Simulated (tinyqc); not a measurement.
Harmonic frequencies on the UHF/sto-6g surface (energies and gradients from PySCF), for NH, spin multiplicity 3, step by step. Computed by tinyqc, a small Python program that keeps every step (integrals from PySCF). Settings: charge = 0, multiplicity = 3, basis = sto-6g, delta = 0.002. Command: `OMP_NUM_THREADS=1 python tinyqc.py 23168 23169 out.jsonl` (the two numbers bound the seeds that draw the settings). One thread of a shared host (Intel(R) Xeon(R) Processor @ 2.60GHz), about 2 s of CPU time with the checks.

## One row of the Hessian: 2Hz

optimised positions (bohr):
```
           x         y         z
1N  0.000000  0.000000  0.025534
2H  0.000000  0.000000  2.064503
```

gradient at +delta (hartree/bohr):
```
             x           y            z
1N  0.00000000  0.00000000  -0.00093280
2H  0.00000000  0.00000000   0.00093280
```

gradient at -delta (hartree/bohr):
```
             x           y            z
1N  0.00000000  0.00000000   0.00089313
2H  0.00000000  0.00000000  -0.00089313
```

Displace 2Hz by +/-0.002 bohr; H(k, :) = (g(+) - g(-)) / (2 delta).

row of the Hessian (hartree/bohr^2): 1Nx 0.00000000, 1Ny 0.00000000, 1Nz -0.45648318, 2Hx 0.00000000, 2Hy 0.00000000, 2Hz 0.45648318

## Hessian by finite differences

All rows are made in the same way, and the matrix is symmetrised.

Hessian (symmetrised) (hartree/bohr^2), lower triangle:
```
             1Nx          1Ny          1Nz         2Hx         2Hy         2Hz
1Nx   0.00001126
1Ny   0.00000000   0.00001126
1Nz   0.00000000   0.00000000   0.45648318
2Hx  -0.00001126   0.00000000   0.00000000  0.00001126
2Hy   0.00000000  -0.00001126   0.00000000  0.00000000  0.00001126
2Hz   0.00000000   0.00000000  -0.45648318  0.00000000  0.00000000  0.45648318
```

## Normal modes

masses (u): 1N 14.003074, 2H 2.014102

Diagonalise H_ij / sqrt(m_i m_j); the 5 smallest eigenvalues belong to translations and rotations; wavenumber = sqrt(eigenvalue / 1822.888) x 219474.63; each mode has its largest component positive (the first on a tie); zero-point energy = sum of wavenumbers / 2, with 349.755 1/cm per kcal/mol. A mass of 2.014 u marks deuterium.

eigenvalues of the mass-weighted Hessian (hartree/(bohr^2 u)): 0.000000  0.000000  0.000000  0.000006  0.000006  0.259242

harmonic wavenumbers of the vibrations (1/cm): 2617.3

mass-weighted modes:
```
        mode 1
1Nx   0.000000
1Ny   0.000000
1Nz  -0.354607
2Hx   0.000000
2Hy   0.000000
2Hz   0.935015
```

zero-point energy = 3.741650 kcal/mol
